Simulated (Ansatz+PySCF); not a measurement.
Values are calculated unless marked as measured or tabulated.
# Several solutions for singlet C4H6

```xyz
10

C     0.0000    0.0000    0.0000
C     1.4143    0.0000    0.0000
C    -0.7072    1.2248    0.0000
C    -0.7072   -1.2248    0.0000
H     1.9765   -0.9363    0.0000
H     1.9765    0.9363    0.0000
H    -1.7991    1.2436    0.0000
H    -0.1774    2.1799    0.0000
H    -1.7991   -1.2436    0.0000
H    -0.1774   -2.1799    0.0000
```

Basis set: cc-pVDZ (spherical functions). Charge 0, multiplicity 1.

CASSCF(4,4) was run from several starts with Ansatz (development build ahead of 0.2.0) and PySCF 2.14.0. The starts are those of the Hartree–Fock orbitals from which the active space was taken at the frontier.

```csv
run,program,start,converged,energy (hartree),<S²>
A,Ansatz,stability test followed,yes,-154.86845,0.00
B,PySCF,program defaults,yes,-154.87798,0.00
C,Ansatz,search for the lowest state,yes,-154.87798,0.00
D,Ansatz,"atomic start, no search",yes,-154.86845,0.00
```

Question: Which runs reached the lowest solution of this kind, and what is wrong with the others?

Answer: B, C reached the lowest solution found. Converged but too high: A by 0.26 eV, D by 0.26 eV. Convergence only shows a stationary point; in CASSCF the end hangs on which orbitals enter the active space. Caution: other starts end on other solutions of this active space.
